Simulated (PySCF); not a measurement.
Computed with PBE-D3(BJ)/def2-TZVP // B3LYP-D3(BJ)/def2-TZVP (PySCF 2.14.0). Gas-phase values, no solvent. 

Reference species (SMILES): `C#N` (neutral, multiplicity 1).

| Item | Result |
|---|---|
| LUMO | -0.86 eV |
| HOMO | -9.04 eV |
| S1 oscillator strength | 0.000 |

Changed species: `S=CC#N` (X = thioformyl; the reference has X = H).

Predict the effect on the LUMO, HOMO and S1 oscillator strength.

the LUMO drops by 3.91 eV, to -4.77 eV; the HOMO rises by 2.67 eV, to -6.37 eV; the S1 oscillator strength stays essentially unchanged.
